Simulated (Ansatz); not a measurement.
# C3H6ClF: one species, many methods

How much do the methods differ for C3H6ClF? The plan is to run it at one geometry with functionals of several rungs and with coupled cluster. The yardstick is the atomisation energy at the CCSD(T) limit.

The runs use Ansatz 0.2.0, Gaussian basis; functionals in def2-TZVPP, the program's frozen cores in correlated methods.

Plan: PBE-D4, r2SCAN-D4, PBE0-D4, B3LYP-D4, ωB97X-V, ωB97M-V, B2PLYP; CCSD(T)/def2-TZVPP; MP2/def2-QZVPP; extrapolation to the limit.

## Step 1: Structure used throughout

An earlier PBE0-D4 in a triple-zeta def2 set relaxation fixed the geometry.

SMILES `FCCCCl`, 11 atoms, charge 0, spin multiplicity 1.

Atoms are counted from 1 here; the program's logs count them from 0.

Bond lengths: F1–C2 1.386 Å, C2–C3 1.507 Å, C2–H6 1.093 Å, C2–H7 1.093 Å, C3–C4 1.512 Å, C3–H8 1.096 Å, C3–H9 1.094 Å, C4–Cl5 1.788 Å, C4–H10 1.089 Å, C4–H11 1.089 Å. Angles: F1–C2–C3 109.8°, F1–C2–H6 107.7°, F1–C2–H7 107.7°, C3–C2–H6 110.9°, C3–C2–H7 111.3°, H6–C2–H7 109.3°, C2–C3–C4 113.8°, C2–C3–H8 108.9°, C2–C3–H9 108.7°, C4–C3–H8 108.0°, C4–C3–H9 110.0°, H8–C3–H9 107.3°, C3–C4–Cl5 111.8°, C3–C4–H10 111.3°, C3–C4–H11 111.3°, Cl5–C4–H10 106.4°, Cl5–C4–H11 106.6°, H10–C4–H11 109.2°.

## Step 2: PBE-D4 (GGA)

Contents of in.yaml:

```yaml
crystal:
  periodic: [false, false, false]
  atoms:
    - {symbol: F, position_ang: [-1.748834, -0.386905, 0.908126]}
    - {symbol: C, position_ang: [-0.536733, 0.245075, 1.139146]}
    - {symbol: C, position_ang: [0.519135, -0.330032, 0.230419]}
    - {symbol: C, position_ang: [0.227134, -0.138937, -1.240515]}
    - {symbol: Cl, position_ang: [0.267945, 1.585835, -1.708160]}
    - {symbol: H, position_ang: [-0.275174, 0.089078, 2.189191]}
    - {symbol: H, position_ang: [-0.679520, 1.313500, 0.956909]}
    - {symbol: H, position_ang: [0.604033, -1.405899, 0.420960]}
    - {symbol: H, position_ang: [1.483420, 0.121826, 0.481628]}
    - {symbol: H, position_ang: [0.968275, -0.642247, -1.858926]}
    - {symbol: H, position_ang: [-0.764279, -0.508493, -1.498181]}
basis:
  gaussian: {orbitals: def2-TZVPP}
hamiltonian: {xc: pbe, dispersion: d4}
output: {forces: true, orbitals: {seedname: orbitals}}
```

The run is started by

```console
$ ansatz run in.yaml --threads 4 --pin off --events-out ev --progress --plain --max-ram 10444MiB
```

Further steps of the session: r2SCAN-D4 (meta-GGA); PBE0-D4 (hybrid); B3LYP-D4 (hybrid); ωB97X-V (range-separated); ωB97M-V (range-separated); B2PLYP (double hybrid); CCSD(T) in def2-TZVPP; MP2 in def2-QZVPP.

**Question.** What will the summary of the whole plan be? Wanted: atomisation energy, CCSD(T)/CBS; farthest; mean size of error, hybrid; mean size of error, range-separated; gap, smallest and largest; T1 diagnostic; triples share of the correlation energy.

As calculated:

| quantity | value |
| --- | --- |
| atomisation energy, CCSD(T)/CBS | 43.128 eV |
| functionals within 0.216 eV (0.5 %) | r2SCAN-D4, B3LYP-D4, ωB97X-V, ωB97M-V |
| farthest | PBE-D4 (+1.035 eV) |
| mean size of error, hybrid | 0.201 eV |
| mean size of error, range-separated | 0.113 eV |
| gap, smallest and largest | 6.77 eV (PBE-D4), 13.94 eV (ωB97X-V) |
| T1 diagnostic | 0.0096 |
| triples share of the correlation energy | 3.6 % |

What this shows: PBE-D4 is off by +1.035 eV. Double hybrids carry the basis error of their MP2 part in triple zeta, and no dispersion term here, so their miss is partly the set-up's. Misses under about 0.216 eV are within the doubt on the reference itself, which lacks core-valence correlation, relativity and higher excitations. Hartree-Fock recovers 74 % of the binding; the rest is correlation. The gap grows from 6.8 to 13.9 eV across the functionals, mostly with the share of exact exchange.
